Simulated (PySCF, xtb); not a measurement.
## Isomers of H4N2Si in order of energy

4 gas-phase structures of H4N2Si, found in a search over its isomers (lower ones may exist). Each was relaxed with GFN2-xTB; where two conformers were screened, the lower at r2SCAN-D4/def2-SVP is listed:

A. `N[Si]N`, a singlet
B. `N1N[SiH2]1`, a singlet
C. `[H]/N=[SiH]\N`, a singlet
D. `NN=[SiH2]`, a singlet

**Question.** Make a reasoned guess at their ranking by r2SCAN-D4/def2-SVP single-point energy.

**Answer.** Calculated order at r2SCAN-D4/def2-SVP: A (0.0), C (19.8), B (62.3), D (72.6) kcal/mol.

Energies above the lowest of each column, in kcal/mol; the last columns are at PBE0-D4/def2-SVP geometries and were run for some of them only (a dash: not run or not comparable):

```
structure  GFN2-xTB  HF/STO-3G  r2SCAN-D4/def2-SVP  PBE0-D4/def2-SVP  CCSD(T)/def2-TZVP
        A      15.2        0.0                 0.0               0.0                0.0
        C       0.0       57.8                19.8              22.9               18.1
        B      31.9       52.3                62.3                 –                  –
        D      33.2       88.1                72.6                 –                  –
```

CCSD(T)/def2-TZVP puts A lowest of those it was run on; GFN2-xTB picks C. Flexible structures stand in one conformer each, not always the lowest. Frequencies (GFN2-xTB) were run for A, C alone.

Over these structures GFN2-xTB departs from r2SCAN-D4/def2-SVP by 16.9 kcal/mol on average once a common shift is removed. A GFN2-xTB relaxation took about 0.15 s and the r2SCAN-D4/def2-SVP energy about 6.3 s on a shared host (PySCF 2.14.0, xtb 6.7.1).
